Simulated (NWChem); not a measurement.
System: Na cation

The following NWChem deck was run.

```
start job
memory heap 200 mb stack 900 mb global 1100 mb
charge 1
geometry units angstroms noautoz
  Na     0.000000     0.000000     0.000000
end
basis spherical
  * library def2-tzvp
end
dft
  xc hfexch
  iterations 150
  mulliken
end
task dft energy
```

### Question
Give the results of this calculation. (Hartree-Fock/def2-TZVP.) Quantities: energy (Ha); highest occupied level (eV); orbital gap (eV).

### Answer
The energy (Ha) comes out as -161.67 and the highest occupied level (eV) comes out as -48.91. The orbital gap (eV) comes out as 43.97.
